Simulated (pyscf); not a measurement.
Routes from HO–CH•–CH₂–OH

Candidate steps break at most two bonds and form at most two. Each was searched with GFN2-xTB (tblite) first. Optimised with ωB97X-D3(BJ)/def2-SVP in PySCF. Energies: ωB97M-D3(BJ)/def2-TZVP, kJ/mol, from the reactant's lowest minimum found, doublet surface; ΔG‡ with ideal gas, 1 atm, RRHO with modes under 100 cm⁻¹ raised to 100, one conformer, R ln 2 for chiral ones without a mode under 150 cm⁻¹.

```
products                                                               type    ΔE‡      ΔE  ΔG‡ 298 K  ΔG‡ 900 K  ν‡ (cm⁻¹)
----------------------------------------------  ---------------------------  -----  ------  ---------  ---------  ---------
•H₂C–CH=O + H₂O                                                 elimination  120.4    +8.1      104.0      107.5      1415i
•O–CH₂–CH₂–OH                                                hydrogen shift  169.1   +40.6      156.2      163.4      1949i
cyclic C₂H₃O (SMILES [CH]1CO1) [doublet] + H₂O  concerted two-bond exchange  342.2  +157.2      328.9      332.8       853i
```

Row 1: On the product side the descent ends in a complex, 29.0 kJ/mol under the separated species and 143.6 kJ/mol under the saddle at ωB97X-D3(BJ)/def2-TZVP. Row 2: On the reactant side the descent ends in a point that may be a rotor saddle (no frequency run), 14.8 kJ/mol over the lowest minimum found and 151.8 kJ/mol under the saddle at ωB97X-D3(BJ)/def2-TZVP. Row 3: On the reactant side the descent ends in a point that may be a rotor saddle (no frequency run), 12.0 kJ/mol over the lowest minimum found and 335.4 kJ/mol under the saddle at ωB97X-D3(BJ)/def2-TZVP. On the product side the descent ends in a complex, 19.7 kJ/mol under the separated species and 210.7 kJ/mol under the saddle at ωB97X-D3(BJ)/def2-TZVP. 

Plain bond fissions and candidates not yet searched are not listed, and one of them may be faster. Each barrier is that of the saddle found; lower ones may exist.
